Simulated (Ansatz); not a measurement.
# B2HSi: the cost of one run

Program: Ansatz 0.2.0, Gaussian basis. Level of theory: def2-QZVPP, all electrons in the functionals. These are calculated values, not measurements.

Plan: PBE, BLYP, r2SCAN, B97M-V, PBE0, B3LYP, wB97M-V, at charge 0, doublet; charge 0, quartet; charge 1, singlet; charge 1, triplet.

2 further runs of the same task are left out: 2 set aside as unsound or not needed.

## (1) The geometry

The geometry is a PBE0/def2-TZVP stationary point (not a proven minimum).

4 atoms, charge 0, spin multiplicity 2.

Atoms are counted from 1 here; the program's logs count them from 0.

Bond lengths: B1–B2 1.556 Å, B1–Si3 1.803 Å, B2–Si3 2.031 Å, B2–H4 1.184 Å. Angles: B2–B1–Si3 74.0°, B1–B2–Si3 58.6°, B1–B2–H4 160.2°, Si3–B2–H4 141.2°, B1–Si3–B2 47.4°.

No dispersion term is added; B97M-V, wB97M-V hold VV10 nonlocal correlation. B3LYP takes the VWN-RPA correlation.

The geometry shown and the zero of energy belong to the point charge 0, doublet. The yardstick, UCCSD(T), and other wave-function levels (R restricted, U unrestricted, valence and pair active spaces) come from earlier runs.

## (2) PBE, charge 0, doublet

in.yaml reads:

```yaml
crystal:
  periodic: [false, false, false]
  atoms:
    - {symbol: B, position_ang: [0.000000, -1.009164, 0.569007]}
    - {symbol: B, position_ang: [0.000000, 0.390881, 1.246852]}
    - {symbol: Si, position_ang: [0.000000, 0.194266, -0.774114]}
    - {symbol: H, position_ang: [0.000000, 1.218527, 2.093499]}
basis:
  gaussian: {orbitals: "def2-QZVPP.json"}
magnetization: {spin_polarized: true, initial_magnetization: 1}
hamiltonian: {xc: {name: PBE}}
output: {orbitals: {seedname: orbitals}}
```

Launch:

```bash
ansatz run in.yaml --threads 1 --pin off --events-out ev --progress --plain --max-ram 2393MiB
```

**Question.** How long does this run take on 1 thread of Arm Neoverse V2, shared host, and how much memory does it need?

About 15 s, with a peak of 0.42 GiB.
